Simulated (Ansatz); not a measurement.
Geometry optimisation, Ansatz, RKS PBE/def2-SVP.

input.yaml

```yaml
crystal:
  periodic: [false, false, false]
  atoms:
    - { symbol: B, position_ang: [0.037793, -0.565991, -0.34194] }
    - { symbol: H, position_ang: [-0.153834, 0.256133, 1.900393] }
    - { symbol: H, position_ang: [1.029489, 0.13364, -0.378204] }
    - { symbol: C, position_ang: [-1.379865, -0.099293, -0.783675] }
    - { symbol: H, position_ang: [-2.196384, -0.804789, -0.535943] }
    - { symbol: H, position_ang: [-1.619586, 0.91127, -0.388267] }
    - { symbol: H, position_ang: [-1.351037, 0.016704, -1.892814] }
    - { symbol: Cl, position_ang: [0.336957, -2.314236, 0.101989] }
    - { symbol: H, position_ang: [-0.049232, -0.457137, 1.84746] }
basis:
  gaussian: { orbitals: def2-SVP }
hamiltonian:
  xc: pbe
relax:
  f_tol: 0.03
  max_steps: 50
```

Launched with:

```bash
$ ansatz run input.yaml --threads 1 --pin off --max-ram 2048MiB --backend cpu --events-out ev --progress --plain --runs-dir out
```

Problem. Where does it end, and by what steps?

Solution. The run converged. The force dipped under the threshold on the way, but the program's further checks kept it going. After 21 steps the energy has fallen by 0.182 eV; H2 moved furthest, 1.17 Å.

| step | energy less start (eV) | largest force component (eV/Å) | accepted |
| --- | --- | --- | --- |
| 0 | 0.0000 | 1.880 | yes |
| 1 | -0.1118 | 0.735 | yes |
| 2 | -0.1490 | 0.547 | yes |
| 3 | -0.1536 | 0.374 | yes |
| 4 | -0.1696 | 0.179 | yes |
| 5 | -0.1720 | 0.045 | yes |
| 6 | -0.1734 | 0.031 | yes |
| 7 | -0.1751 | 0.080 | yes |
| 8 | -0.1732 | 0.246 | no |
| 9 | -0.1763 | 0.053 | yes |
| 10 | -0.1768 | 0.074 | yes |
| 11 | -0.1775 | 0.149 | yes |
| 12 | -0.1782 | 0.164 | yes |
| 13 | -0.1799 | 0.029 | yes |
| 14 | -0.1805 | 0.020 | yes |
| 15 | -0.1735 | 0.495 | no |
| 16 | -0.1811 | 0.064 | yes |
| 17 | -0.1811 | 0.119 | no |
| 18 | -0.1815 | 0.036 | yes |
| 19 | -0.1809 | 0.149 | no |
| 20 | -0.1818 | 0.025 | yes |
| 21 | -0.1820 | 0.025 | yes |

```xyz
9
Properties=species:S:1:pos:R:3
B 0.032 -0.654 -0.733
H -0.091 0.332 3.070
H 1.028 -0.022 -1.029
C -1.407 -0.161 -1.068
H -2.223 -0.861 -0.809
H -1.576 0.800 -0.530
H -1.473 0.108 -2.146
Cl 0.321 -2.170 0.129
H 0.042 -0.295 2.645
```

Run time: 35 s on 1 thread of Arm Neoverse V2, with other jobs on the host, peak memory 0.13 GiB.
